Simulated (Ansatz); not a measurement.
**C₅H₁₀O₂: a ladder of functionals and wavefunction methods**

How much do the methods differ for C₅H₁₀O₂? The plan is to run it at one geometry with functionals of several rungs and with coupled cluster. The yardstick is the atomisation energy at the CCSD(T) limit.

Method: functionals in def2-TZVPP, the program's frozen cores in correlated methods; program: Ansatz 0.2.0, Gaussian basis.

The runs, in order: PBE-D4, r2SCAN-D4, PBE0-D4, B3LYP-D4, ωB97X-V, ωB97M-V, B2PLYP; CCSD(T)/def2-TZVPP; MP2/def2-QZVPP; extrapolation to the limit.

**1. The geometry**

The geometry comes from an earlier relaxation with PBE0-D4 in a triple-zeta def2 set; it is a stationary point, not always the lowest conformer.

SMILES `CC1CCOCO1`, 17 atoms, charge 0, spin multiplicity 1.

Atoms are counted from 1 here; the program's logs count them from 0.

Bond lengths: C1–C2 1.520 Å, C1–H8 1.093 Å, C1–H9 1.091 Å, C1–H10 1.092 Å, C2–C3 1.527 Å, C2–O7 1.426 Å, C2–H11 1.093 Å, C3–C4 1.517 Å, C3–H12 1.094 Å, C3–H13 1.093 Å, C4–O5 1.413 Å, C4–H14 1.091 Å, C4–H15 1.101 Å, O5–C6 1.395 Å, C6–O7 1.394 Å, C6–H16 1.090 Å, C6–H17 1.104 Å. Angles: C2–C1–H8 109.8°, C2–C1–H9 110.0°, C2–C1–H10 112.9°, H8–C1–H9 108.3°, H8–C1–H10 107.6°, H9–C1–H10 108.2°, C1–C2–C3 113.8°, C1–C2–O7 112.1°, C1–C2–H11 108.1°, C3–C2–O7 109.4°, C3–C2–H11 109.0°, O7–C2–H11 104.0°, C2–C3–C4 110.5°, C2–C3–H12 110.4°, C2–C3–H13 108.8°, C4–C3–H12 110.6°, C4–C3–H13 108.5°, H12–C3–H13 108.0° and more.

**2. PBE-D4 (GGA)**

File in.yaml:

```yaml
crystal:
  periodic: [false, false, false]
  atoms:
    - {symbol: C, position_ang: [-1.086292, -1.190713, 0.798336]}
    - {symbol: C, position_ang: [-1.040089, 0.067391, -0.052786]}
    - {symbol: C, position_ang: [-0.151758, -0.057549, -1.288507]}
    - {symbol: C, position_ang: [1.310730, 0.069743, -0.905199]}
    - {symbol: O, position_ang: [1.515375, 1.252957, -0.160039]}
    - {symbol: C, position_ang: [0.719191, 1.245583, 0.985259]}
    - {symbol: O, position_ang: [-0.645051, 1.211421, 0.701668]}
    - {symbol: H, position_ang: [-1.558515, -1.999852, 0.236097]}
    - {symbol: H, position_ang: [-1.675358, -1.009707, 1.699144]}
    - {symbol: H, position_ang: [-0.095935, -1.535051, 1.101897]}
    - {symbol: H, position_ang: [-2.059936, 0.299471, -0.370245]}
    - {symbol: H, position_ang: [-0.334773, -1.009322, -1.795475]}
    - {symbol: H, position_ang: [-0.399249, 0.748416, -1.984184]}
    - {symbol: H, position_ang: [1.948917, 0.136750, -1.787440]}
    - {symbol: H, position_ang: [1.643038, -0.798555, -0.315477]}
    - {symbol: H, position_ang: [0.905052, 2.179169, 1.515417]}
    - {symbol: H, position_ang: [1.004655, 0.389849, 1.621523]}
basis:
  gaussian: {orbitals: def2-TZVPP}
hamiltonian: {xc: pbe, dispersion: d4}
output: {forces: true, orbitals: {seedname: orbitals}}
```

Started as:

```sh
> ansatz run in.yaml --threads 2 --pin off --events-out ev --progress --plain --max-ram 32768MiB --backend cuda --devices 0, --max-vram 18GiB
```

After this run come: r2SCAN-D4 (meta-GGA); PBE0-D4 (hybrid); B3LYP-D4 (hybrid); ωB97X-V (range-separated); ωB97M-V (range-separated); B2PLYP (double hybrid); CCSD(T) in def2-TZVPP; MP2 in def2-QZVPP.

Before running them: what should the planned runs give, taken together? Wanted: atomisation energy, CCSD(T)/CBS; farthest; mean size of error, hybrid; mean size of error, range-separated; gap, smallest and largest; T1 diagnostic; triples share of the correlation energy.

As calculated:

| quantity | value |
| --- | --- |
| atomisation energy, CCSD(T)/CBS | 71.841 eV |
| functionals within 0.359 eV (0.5 %) | r2SCAN-D4, B3LYP-D4, ωB97X-V, ωB97M-V |
| farthest | PBE-D4 (+1.859 eV) |
| mean size of error, hybrid | 0.316 eV |
| mean size of error, range-separated | 0.224 eV |
| gap, smallest and largest | 6.36 eV (PBE-D4), 13.04 eV (ωB97X-V) |
| T1 diagnostic | 0.0110 |
| triples share of the correlation energy | 3.9 % |

In words: PBE-D4 is off by +1.859 eV. Double hybrids carry the basis error of their MP2 part in triple zeta, and no dispersion term here, so their miss is partly the set-up's. The reference freezes the cores and leaves out relativity and excitations past (T), so misses under about 0.359 eV can't be ranked. Hartree-Fock recovers 73 % of the binding; the rest is correlation. Orbital gaps span 6.4 to 13.0 eV; exact exchange widens them.
